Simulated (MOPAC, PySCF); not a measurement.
H₂O, SMILES `O`, neutral singlet in the gas phase. 

Cartesian coordinates (Å):
```xyz
3

O      0.0016     0.3988     0.0000
H      0.7532    -0.2024     0.0000
H     -0.7548    -0.1965     0.0000
```
Charge 0, multiplicity 1.

All levels are single points at this geometry (PBE0-D3(BJ)/def2-SVP); Pople sets use spherical d functions. Orbital energies aren't observables, and empty levels follow the basis.

B3LYP/6-31G* in PySCF gives HOMO (eV) = -7.92.

### Question
Estimate the HOMO (eV) from each of these levels: B3LYP-D3(BJ)/def2-TZVP in PySCF; M06-2X/def2-TZVP in PySCF; BP86/6-31G* in PySCF; M06-2X/6-31G* in PySCF; PBE/6-31G* in PySCF; SVWN5/6-31G* in PySCF; HF/3-21G in PySCF; HF/6-31G* in PySCF; AM1 in MOPAC; PM3 in MOPAC; PM6 in MOPAC; PM7 in MOPAC.

### Answer

```json
[
 {"level": "B3LYP-D3(BJ)/def2-TZVP in PySCF", "HOMO (eV)": "-8.62"},
 {"level": "M06-2X/def2-TZVP in PySCF", "HOMO (eV)": "-10.86"},
 {"level": "BP86/6-31G* in PySCF", "HOMO (eV)": "-6.32"},
 {"level": "M06-2X/6-31G* in PySCF", "HOMO (eV)": "-10.22"},
 {"level": "PBE/6-31G* in PySCF", "HOMO (eV)": "-6.18"},
 {"level": "SVWN5/6-31G* in PySCF", "HOMO (eV)": "-6.26"},
 {"level": "HF/3-21G in PySCF", "HOMO (eV)": "-13.07"},
 {"level": "HF/6-31G* in PySCF", "HOMO (eV)": "-13.55"},
 {"level": "AM1 in MOPAC", "HOMO (eV)": "-12.46"},
 {"level": "PM3 in MOPAC", "HOMO (eV)": "-12.34"},
 {"level": "PM6 in MOPAC", "HOMO (eV)": "-11.79"},
 {"level": "PM7 in MOPAC", "HOMO (eV)": "-12.06"}
]
```
